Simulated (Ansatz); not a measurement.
**Molecular dynamics of AlH₇NP**

Input:

```yaml
crystal:
  periodic: [false, false, false]
  atoms:
    - { symbol: Al, position_ang: [0.163779, 0.439105, -0.115891] }
    - { symbol: H, position_ang: [-0.19094, -0.370881, 1.368672] }
    - { symbol: "N", position_ang: [1.765965, -0.081737, -0.70427] }
    - { symbol: H, position_ang: [2.511808, -0.445328, -0.125077] }
    - { symbol: H, position_ang: [2.125512, 0.16224, -1.61861] }
    - { symbol: H, position_ang: [-1.150541, 0.588, -0.974856] }
    - { symbol: P, position_ang: [0.10332, 2.477366, 1.55812] }
    - { symbol: H, position_ang: [1.481016, 2.569868, 1.21297] }
    - { symbol: H, position_ang: [-0.37014, 3.089209, 0.363832] }
    - { symbol: H, position_ang: [-0.11978, 0.681557, 1.578311] }
basis:
  gaussian: { orbitals: "6-31G*" }
hamiltonian:
  xc: r2scan
  dispersion: d4
md:
  timestep: 0.5
  n_steps: 200
  ensemble: nve
  temperature: 300.0
  initial_velocities: maxwell_boltzmann
  seed: 6013
```

Launched with:

```bash
$ ansatz run input.yaml --threads 1 --pin off --max-ram 2048MiB --backend cpu --events-out ev --progress --plain --runs-dir out
```

It starts at the highest image of a converged band. Of that band: The profile has 2 maxima (images 2, 5) with wells between them (image 3): this band takes more than one step, which may be the mechanism or a detour left from its start path. Neighbouring images differ by up to 1.3 eV, so the band resolves the path poorly. A vibrational analysis at the climbing image gives one clearly imaginary mode, 1110i cm⁻¹: a first-order saddle point.

Output, in part (step lines, the closing report, with atoms numbered from 0):

```
md step     0: t =     0.00 fs  T =   300.0 K  F+E_penalty+E_count = -17485.09362652 eV  E_kin = 0.310224 eV  conserved = -17484.78340252 eV  (27 SCF iters)
md step     1: t =     0.50 fs  T =   292.5 K  F+E_penalty+E_count = -17485.08578904 eV  E_kin = 0.302461 eV  conserved = -17484.78332765 eV  (30 SCF iters)
md step     2: t =     1.00 fs  T =   271.1 K  F+E_penalty+E_count = -17485.06346199 eV  E_kin = 0.280382 eV  conserved = -17484.78307977 eV  (30 SCF iters)
md step     3: t =     1.50 fs  T =   239.7 K  F+E_penalty+E_count = -17485.03061528 eV  E_kin = 0.247899 eV  conserved = -17484.78271595 eV  (30 SCF iters)
md step     4: t =     2.00 fs  T =   203.8 K  F+E_penalty+E_count = -17484.99302275 eV  E_kin = 0.210703 eV  conserved = -17484.78231958 eV  (30 SCF iters)
md step     5: t =     2.50 fs  T =   169.2 K  F+E_penalty+E_count = -17484.95693916 eV  E_kin = 0.174956 eV  conserved = -17484.78198300 eV  (30 SCF iters)
md step     6: t =     3.00 fs  T =   141.1 K  F+E_penalty+E_count = -17484.92766250 eV  E_kin = 0.145882 eV  conserved = -17484.78178041 eV  (29 SCF iters)
md step     7: t =     3.50 fs  T =   122.5 K  F+E_penalty+E_count = -17484.90837220 eV  E_kin = 0.126624 eV  conserved = -17484.78174813 eV  (29 SCF iters)
[... lines left out ...]
Total energy: -17485.59024787 eV, -642.5835894506 hartree
Atom 0 at     0.191129     0.805682    -0.293170 Å, force     0.307310     0.783496     1.781383 eV/Å
Atom 1 at    -0.375691    -5.767082     3.074928 Å, force    -0.042896    -0.031633    -0.244137 eV/Å
Atom 2 at     1.725632    -0.154467    -0.452674 Å, force    -0.761011     1.189046     0.193726 eV/Å
Atom 3 at     2.056785    -0.064140    -1.398017 Å, force     0.587529    -0.465802    -0.417148 eV/Å
Atom 4 at     1.845921    -1.085469    -0.092333 Å, force     0.124753    -0.313310    -0.052646 eV/Å
Atom 5 at    -1.144196     0.364712    -0.907386 Å, force    -0.771006    -0.191152    -0.544700 eV/Å
Atom 6 at     0.160726     2.578882     1.490747 Å, force     0.302320    -2.096350    -0.113628 eV/Å
Atom 7 at     1.227374     3.180212     0.856328 Å, force     0.903226     0.682001    -0.242724 eV/Å
Atom 8 at    -0.753219     3.590196     1.246506 Å, force    -0.693190     0.411641    -0.603921 eV/Å
Atom 9 at    -0.505622    -5.864818     2.344620 Å, force     0.042965     0.032064     0.243796 eV/Å
Dipole moment:     0.069534    -0.195811    -0.511057 e Å
```

The steps, from the saved trajectory:

```csv
time (fs),T (K),potential energy less start (eV),conserved less start (meV/atom)
0,300,0.000,0.00
3,141,0.166,0.16
6,132,0.175,0.09
9,162,0.144,0.09
12,184,0.121,0.13
15,290,0.011,0.08
18,411,-0.113,0.12
21,602,-0.312,0.08
24,742,-0.456,0.10
27,957,-0.679,0.06
30,1010,-0.733,0.13
33,1082,-0.808,0.04
36,1053,-0.778,0.08
39,1034,-0.757,0.14
42,1156,-0.884,0.06
45,1136,-0.863,0.14
48,1202,-0.932,0.06
51,1239,-0.970,0.06
54,1233,-0.964,0.09
57,1177,-0.906,0.11
60,1209,-0.939,0.11
63,1288,-1.021,0.04
66,1188,-0.917,0.12
69,1222,-0.953,0.06
72,1132,-0.859,0.13
75,1082,-0.807,0.11
78,1066,-0.791,0.08
81,1033,-0.756,0.10
84,1072,-0.797,0.06
87,1014,-0.737,0.14
90,1000,-0.723,0.08
93,896,-0.616,0.11
96,868,-0.587,0.08
99,819,-0.536,0.08
```

The run went to its last step. The conserved energy stayed within 0.17 meV per atom of its start (net change 0.12 meV per atom), so the integration is sound. The kinetic energy rose, since the run started high on the potential surface and went downhill. It ends in pieces (AlH5NP + H2), so much of that is their flight and rotation, not heat. A run of 0.1 ps of so small a system gives no equilibrium averages. The orbitals stay closed-shell, which can raise the energy where a bond breaks towards radicals; this wasn't checked here.

Between its relaxed ends the band would form Al1–P7, H2–H10 and break Al1–H2, P7–H10. These pairs go: Al1–P7 2.64 → 2.52 Å, H2–H10 1.08 → 0.75 Å, Al1–H2 1.73 → 7.41 Å, P7–H10 1.81 → 8.51 Å. In the last frame they stand as after the step (other bonds may differ from the relaxed reactants and products). Also parted: Al1–H10 1.73 → 7.21 Å. It ends as AlH5NP + H2. Pairs count as bonded within 1.25 times the sum of covalent radii (0.12 Å more for H–H).

Last frame:

```xyz
10
Properties=species:S:1:pos:R:3
Al 0.191 0.806 -0.293
H -0.376 -5.767 3.075
N 1.726 -0.154 -0.453
H 2.057 -0.064 -1.398
H 1.846 -1.085 -0.092
H -1.144 0.365 -0.907
P 0.161 2.579 1.491
H 1.227 3.180 0.856
H -0.753 3.590 1.246
H -0.506 -5.865 2.345
```

Time of the run: 14 min on 1 thread of Arm Neoverse V1 (shared host), peak memory 0.12 GiB.
